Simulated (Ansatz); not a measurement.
**C2H4N2O: one species, many methods**

An exercise on one series of results from a longer session: the logs are not shown, and one member is left open.

Computed with Ansatz 0.2.0, Gaussian basis. Level: functionals in def2-TZVPP, the program's frozen cores in correlated methods.

Levels to be run: LDA (SPW92), PBE-D4, revPBE-D4, BLYP-D4, r2SCAN-D4, B97M-V, PBE0-D4, B3LYP-D4, r2SCANh-D4, r2SCAN0-D4, HSE06-D4, BHLYP-D4, CAM-B3LYP-D4, LC-ωPBE, ωB97X-V, ωB97M-V, B2PLYP, PBE-QIDH; CCSD(T)/def2-SVP; CCSD(T)/def2-TZVPP; MP2/def2-QZVPP; extrapolation to the limit; RPA on PBE.

## The relaxed structure

All runs share one geometry, relaxed beforehand with PBE0-D4 in a triple-zeta def2 set.

9 atoms, charge 0, spin multiplicity 1.

Atoms are counted from 1 here; the program's logs count them from 0.

Bond lengths: O1–C2 1.322 Å, O1–H6 0.966 Å, C2–N3 1.286 Å, C2–N5 1.383 Å, N3–C4 1.478 Å, C4–N5 1.490 Å, C4–H7 1.091 Å, C4–H8 1.092 Å, N5–H9 1.012 Å. Angles: C2–O1–H6 107.5°, O1–C2–N3 132.0°, O1–C2–N5 124.7°, N3–C2–N5 103.3°, C2–N3–C4 85.2°, N3–C4–N5 89.7°, N3–C4–H7 114.4°, N3–C4–H8 113.4°, N5–C4–H7 112.8°, N5–C4–H8 113.8°, H7–C4–H8 111.3°, C2–N5–C4 81.4°, C2–N5–H9 119.6°, C4–N5–H9 120.4°.

Set-up of the first run:

File in.yaml:

```yaml
crystal:
  periodic: [false, false, false]
  atoms:
    - {symbol: O, position_ang: [-0.604275, 1.915404, -0.170001]}
    - {symbol: C, position_ang: [-0.140574, 0.677208, -0.173962]}
    - {symbol: N, position_ang: [0.126389, -0.137582, -1.131914]}
    - {symbol: C, position_ang: [0.448231, -1.099033, -0.057042]}
    - {symbol: N, position_ang: [0.235786, -0.026970, 0.955489]}
    - {symbol: H, position_ang: [-0.756945, 2.170744, -1.088745]}
    - {symbol: H, position_ang: [1.475354, -1.467117, -0.075184]}
    - {symbol: H, position_ang: [-0.266427, -1.921313, 0.016363]}
    - {symbol: H, position_ang: [-0.429138, -0.157541, 1.707794]}
basis:
  gaussian: {orbitals: def2-TZVPP}
hamiltonian: {xc: lda}
output: {orbitals: {seedname: orbitals}}
```

Run with:

```console
$ ansatz run in.yaml --threads 2 --pin off --events-out ev --progress --plain --max-ram 4352MiB
```

Steps of the session up to this table: LDA; PBE-D4 (GGA); revPBE-D4 (GGA); BLYP-D4 (GGA); r2SCAN-D4 (meta-GGA); B97M-V (meta-GGA); PBE0-D4 (hybrid); B3LYP-D4 (hybrid); r2SCANh-D4 (hybrid); r2SCAN0-D4 (hybrid); HSE06-D4 (hybrid); BHLYP-D4 (hybrid); CAM-B3LYP-D4 (range-separated); LC-ωPBE (range-separated); ωB97X-V (range-separated); ωB97M-V (range-separated); B2PLYP (double hybrid); PBE-QIDH (double hybrid).

One table of the session follows, with a row left open; its other results are not shown here.

It belongs to the step «Orbital energies across the functionals». 

| functional | HOMO (eV) | LUMO (eV) | gap (eV) |
| --- | --- | --- | --- |
| LDA (SPW92) | -5.93 | -0.09 | 5.84 |
| PBE-D4 | -5.73 | 0.02 | 5.75 |
| revPBE-D4 | -5.66 | 0.07 | 5.73 |
| BLYP-D4 | -5.62 | -0.06 | 5.56 |
| r2SCAN-D4 | -5.99 | 0.46 | 6.45 |
| B97M-V | -6.06 | 0.30 | 6.36 |
| PBE0-D4 | ? | ? | ? |
| B3LYP-D4 | -6.88 | 0.50 | 7.38 |
| r2SCANh-D4 | -6.51 | 0.86 | 7.37 |
| r2SCAN0-D4 | -7.29 | 1.41 | 8.71 |
| HSE06-D4 | -6.70 | 0.53 | 7.24 |
| BHLYP-D4 | -8.38 | 1.50 | 9.87 |
| CAM-B3LYP-D4 | -8.53 | 1.64 | 10.17 |
| LC-ωPBE | -9.91 | 3.02 | 12.93 |
| ωB97X-V | -9.52 | 2.81 | 12.34 |
| ωB97M-V | -9.44 | 2.32 | 11.76 |

Estimate the missing values for PBE0-D4.

The run gave: HOMO (eV): -7.11; LUMO (eV): 0.90; gap (eV): 8.01. In the column «HOMO (eV)» it lies between r2SCAN0-D4 (-7.29) and B3LYP-D4 (-6.88).
